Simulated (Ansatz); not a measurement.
# AlNH2 (triplet): wave-function methods side by side, def2-QZVPP

One table from this session's results is given with a row withheld; the runs are named, their logs left out.

Computed with Ansatz 0.2.0, Gaussian basis. Level: def2-QZVPP, core rule «outside noble gas», up to 6 orbitals frozen.

Plan: UHF; ROHF; CCSD(T) on UHF.

2 further runs of the same task are left out: 2 set aside as unsound or not needed.

## The system

The geometry is a PBE0/def2-TZVP stationary point (not a proven minimum) of the parent state, kept for this charge and spin.

4 atoms, charge 0, spin multiplicity 3.

Atoms are counted from 1 here; the program's logs count them from 0.

Bond lengths: Al1–N2 1.796 Å, N2–H3 1.012 Å, N2–H4 1.012 Å. Angles: Al1–N2–H3 125.6°, Al1–N2–H4 125.6°, H3–N2–H4 108.7°.

Geometry (Å):

```
Al    0.0000    0.0000    0.6968
N     0.0000    0.0000   -1.0992
H     0.0000    0.8223   -1.6887
H     0.0000   -0.8223   -1.6887
```

Set-up of the first run:

Input file in.yaml:

```yaml
crystal:
  periodic: [false, false, false]
  atoms:
    - {symbol: Al, position_ang: [0.000000, 0.000000, 0.696811]}
    - {symbol: N, position_ang: [0.000000, 0.000000, -1.099242]}
    - {symbol: H, position_ang: [0.000000, 0.822256, -1.688737]}
    - {symbol: H, position_ang: [0.000000, -0.822256, -1.688737]}
basis:
  gaussian: {orbitals: "def2-QZVPP.json"}
magnetization: {spin_polarized: true, initial_magnetization: 2}
hamiltonian: {xc: hf}
output: {orbitals: {seedname: orbitals}}
```

Run with:

```bash
$ ansatz run in.yaml --threads 1 --pin off --events-out ev --progress --plain --max-ram 4096MiB --backend cpu
```

Among the steps run: UHF; ROHF; CCSD(T) on UHF.

One of the session's tables, all rows but one given; the rest of the session is left out.

```
  method  from UCCSD(T) (meV)
    ROHF              +7997.5
     UHF              +7976.6
    UMP2               +582.1
   UCCSD                    ?
UCCSD(T)                    0
```

Q: Estimate the row for UCCSD from the others.

As computed: from UCCSD(T) (meV): +324.8. In the column «from UCCSD(T) (meV)» it lies between UCCSD(T) (0) and UMP2 (+582.1).
